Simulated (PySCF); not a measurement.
## AlCl, MP2: how much the basis matters

PySCF, RHF reference; singlet, unpaired electrons none; De to Al + Cl without counterpoise correction. Frozen cores follow the default of each basis and core potential.

```csv
basis,relativity,functions,Re (Å),ωe (cm⁻¹),De (eV),frozen orbitals
x2c-SVPall,spin-free X2C,36,2.129,518,4.99,10
jorge-DZP-DKH,spin-free X2C,48,2.171,471,4.91,10
"6-311G(d,p)",no relativity,52,2.136,491,4.95,10
aug-cc-pV(D+d)Z,no relativity,64,2.184,450,5.09,10
def2-TZVPP,no relativity,84,2.144,485,5.31,10
def2-TZVPPD,no relativity,99,2.148,479,5.32,10
```

Question: How does each smaller set differ from the one with most functions, def2-TZVPPD?

Answer: x2c-SVPall: -1.9 pm, +8.1 % in ωe, -0.33 eV in De; jorge-DZP-DKH: +2.3 pm, -1.7 % in ωe, -0.41 eV in De; 6-311G(d,p): -1.2 pm, +2.5 % in ωe, -0.37 eV in De; aug-cc-pV(D+d)Z: +3.6 pm, -6.1 % in ωe, -0.23 eV in De; def2-TZVPP: -0.4 pm, +1.3 % in ωe, -0.01 eV in De. All at MP2; the set with most functions is neither the basis-set limit nor always the best. The rows treat relativity differently, so the differences are not basis effects alone.

Measured (Huber and Herzberg, Constants of Diatomic Molecules (1979)): Re = 2.130113 Å, ωe = 481.3 cm⁻¹. Correlated steps freeze 10 core orbitals. Correlated levels converge slowly with the basis: in double zeta they bind strong bonds too weakly, by up to about 1 eV, and carry superposition errors of some tenths. Where the molecule has an RHF reference, its open-shell atoms are computed with UHF.
